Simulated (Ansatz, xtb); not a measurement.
**Relative energy of two structures of Al2H4O**

Structure I: a singlet given by its coordinates. Structure II: `[AlH2][O][AlH2]`, a singlet. Both are isolated molecules in the gas phase, relaxed with r2SCAN-D4/def2-TZVP; the shapes shown needn't be the lowest conformers.

I (Å):

```yaml
atoms:
  - { symbol: Al, position_ang: [-0.1185, 0.9129, 0.5604] }
  - { symbol: Al, position_ang: [1.9290, -0.9477, 1.2121] }
  - { symbol: O, position_ang: [1.3573, 0.1045, -0.2243] }
  - { symbol: H, position_ang: [-1.4599, 0.3580, -0.0775] }
  - { symbol: H, position_ang: [1.7336, 0.1845, -1.1035] }
  - { symbol: H, position_ang: [0.1595, 2.4540, 0.8095] }
  - { symbol: H, position_ang: [0.3774, -0.0305, 1.8831] }
```

Close contacts (Å): Al1–Al2 2.84, Al1–O3 1.86, Al2–O3 1.87, Al1–H4 1.59, Al1–H6 1.59, Al1–H7 1.70, Al2–H7 1.92, O3–H5 0.96.

II (Å):

```xyz
7

Al   -0.4532   -0.3031   -1.8196
Al    0.9759   -0.5692    1.2184
O     0.2614   -0.4364   -0.3006
H    -0.4361   -1.5660   -2.7705
H     0.0801   -1.0475    2.4300
H     2.5087   -0.2091    1.3609
H    -1.1071    1.0787   -2.2228
```

**Question.** Estimate which is lower in electronic energy at CCSD(T)/def2-TZVP, and by roughly how much.

**Answer.** The CCSD(T)/def2-TZVP calculation puts structure II lower, by 21.6 kcal/mol.

The same difference at several levels:

| level | geometry | E(II) − E(I) (kcal/mol) | departure from the last row (kcal/mol) | job, with rough time for the two |
| --- | --- | --- | --- | --- |
| r2SCAN-D4/def2-TZVP | r2SCAN-D4/def2-TZVP | −22.1 | −0.5 | optimisation, 38 s |
| HF/def2-TZVP | r2SCAN-D4/def2-TZVP | −28.0 | −6.4 | part of the CCSD(T) run |
| MP2/def2-TZVP | r2SCAN-D4/def2-TZVP | −25.5 | −3.9 | part of the CCSD(T) run |
| CCSD(T)/def2-TZVP | r2SCAN-D4/def2-TZVP | −21.6 |  | single point, 12 s |

The levels shown agree on the order. The largest departure from CCSD(T)/def2-TZVP is that of HF/def2-TZVP, 6.4 kcal/mol. Levels run at GFN2-xTB geometries aren't shown.

With harmonic frequencies from r2SCAN-D4/def2-TZVP (ideal gas, rigid rotor, one conformer each, 298.15 K, 1 atm): the zero-point term adds −2.9 kcal/mol; ΔH is −24.0 and ΔG −24.6 kcal/mol.

The correlated steps freeze 11 core orbitals. Programs: Ansatz 0.2.0; the last row on 2 threads of Arm Neoverse V1 on a shared host.
